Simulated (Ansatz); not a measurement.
Consider the hydrogenolysis of a C–C bond: `C/C=C(\N)O` + H₂ → `C=C(N)O` + CH₄.

Computed with Ansatz on PBE0-D4/def2-TZVP structures; ΔE is electronic, products minus reactants. CCSD(T)/CBS adds triple-zeta CCSD(T) − MP2 to the extrapolated MP2 energy (def2 sets, frozen cores). This one scheme is used for every species. One conformer a species, not always the lowest.

```json
{"species": "`C/C=C(\\N)O`", "CCSD(T)/CBS(def2) energy (Eh)": "-248.22724"}
{"species": "H₂", "CCSD(T)/CBS(def2) energy (Eh)": "-1.17544"}
{"species": "`C=C(N)O`", "CCSD(T)/CBS(def2) energy (Eh)": "-208.96738"}
{"species": "CH₄", "CCSD(T)/CBS(def2) energy (Eh)": "-40.46206"}
```

Q: Work out ΔE.

A: ΔE = (-208.96738) + (-40.46206) − (-248.22724) − (-1.17544) = -0.02676 Eh = -70.3 kJ/mol.

Largest T1 diagnostic among the species: 0.012.

The D4 term adds +7.9 kJ/mol with B3LYP and +4.4 kJ/mol with PBE0; it sums over pairs of atoms, weighted by their polarisabilities, and B3LYP, whose exchange is more repulsive, gets the larger term. In def2-TZVPP, CCSD(T) changes the Hartree–Fock value by +26.0 kJ/mol (the triples alone add +4.6 kJ/mol) and MP2 by +28.1 kJ/mol. From PBE to PBE0 (25 % exact exchange), in def2-TZVPP and without D4, ΔE moves by −3.9 kJ/mol.

B3LYP here is the variant with VWN-RPA as its local correlation; programs differ in this.
